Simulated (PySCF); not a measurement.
C₅H₈N (doublet state).
Geometry (GFN2-xTB, Å), atoms numbered from 1 in this order:
```
atom  x, y, z in Å
C1    -1.2091   -2.5956   -1.0273
N2    -0.3734   -1.5493   -0.9067
C3    -0.4610   -0.5275   -0.0290
C4     0.4395    0.4981    0.0198
C5     0.3541    1.5755    0.9417
C6     1.2272    2.5923    1.0063
H7    -1.0164   -3.3376   -1.7723
H8    -2.0536   -2.6701   -0.3739
H9     0.4142   -1.5140   -1.5441
H10   -1.3008   -0.5634    0.6495
H11    1.2691    0.5004   -0.6761
H12   -0.4836    1.5522    1.6279
H13    2.0720    2.6501    0.3405
H14    1.1210    3.3883    1.7216
```

The hyperfine couplings belong to this conformer and change with its torsions.

As a line formula: `C(/C=C/N[CH2])=C` [radical].

Computed, not measured: PySCF 2.14.0, UKS B3LYP, pcH-1 on C H N, non-relativistic, mean-field spin-orbit, GIAO. The structure is a single GFN2-xTB conformer in the gas phase; no vibrational or solvent corrections. A GFN2-xTB geometry isn't a minimum of the functional, and hyperfine couplings can be far from their values at a DFT geometry. No stability test was run, so a lower SCF solution isn't excluded. ⟨S²⟩ is 0.775 where a pure state has 0.75.

Principal values of hyperfine tensors in MHz (contact and dipolar terms together), for some of the nuclei:

```
atom  isotope      A1      A2      A3
  C1      13C   -2.51   -1.34  179.68
  H7       1H  -79.94  -48.61  -21.20
  H8       1H  -79.14  -48.28  -20.65
  C5      13C  -31.25  -13.59  -11.49
  C6      13C    1.26    2.14   51.88
  C3      13C  -32.89  -12.06   -8.07
 H11       1H  -21.00  -16.09   -7.09
 H14       1H  -22.63  -14.18   -5.73
```

Question: Split each tensor into its isotropic and traceless parts, and turn a_iso into mT with g = 2.0027.

Answer: a_iso is a third of the trace, T = A − a_iso, and a(mT) = a(MHz)/(g × 13.996).

```tsv
atom	a_iso (MHz)	a_iso (mT)	T1	T2	T3
C1	58.61	2.091	-61.12	-59.95	121.07
H7	-49.91	-1.781	-30.02	1.30	28.72
H8	-49.36	-1.761	-29.79	1.08	28.71
C5	-18.78	-0.670	-12.48	5.19	7.29
C6	18.43	0.657	-17.17	-16.29	33.46
C3	-17.67	-0.631	-15.22	5.62	9.60
H11	-14.73	-0.525	-6.27	-1.37	7.64
H14	-14.18	-0.506	-8.45	0.00	8.45
```

Question: What spin density at the nucleus of C6 lies behind its contact coupling (g_N = 1.40482)?

Answer: a_FC = (2μ0/3) gₑ μB g_N μN ρ(0)/(2S·h) = 800.24 MHz × g_N × ρ(0)/(2S), with ρ in bohr⁻³. With a_FC = 18.43 MHz and 2S = 1, ρ(0) = 0.01639 bohr⁻³.

Question: C4 (13C, g_N = 1.40482) isn't in the table. Its spin density at the nucleus is 0.02011 bohr⁻³. What is its contact coupling?

Answer: By the same relation, a_FC = 22.6 MHz. Its full tensor has the principal values 2.97, 3.68, 61.17 MHz.

Question: Which nucleus of the table has the largest anisotropic coupling, and what is its form?

Answer: C1: -61.1, -60.0, 121.1 MHz, axial, in the ratio −1:−1:+2, the form that spin in one p orbital centred on that nucleus gives.

Question: In a single crystal, with the field along each principal axis of the tensor of C1 in turn, what first-order splitting does this nucleus give (isotropic g, quadrupole terms neglected)?

Answer: 2 lines (I = 1/2), spaced by |A_i|/(g × 13.996): 0.09, 0.05, 6.41 mT along the axes of A1, A2 and A3.

The run took 38 s (grids of density and orbitals included) on one thread, Arm Neoverse V1 (aarch64), on a shared host, and the process peaked at 0.88 GiB of memory.
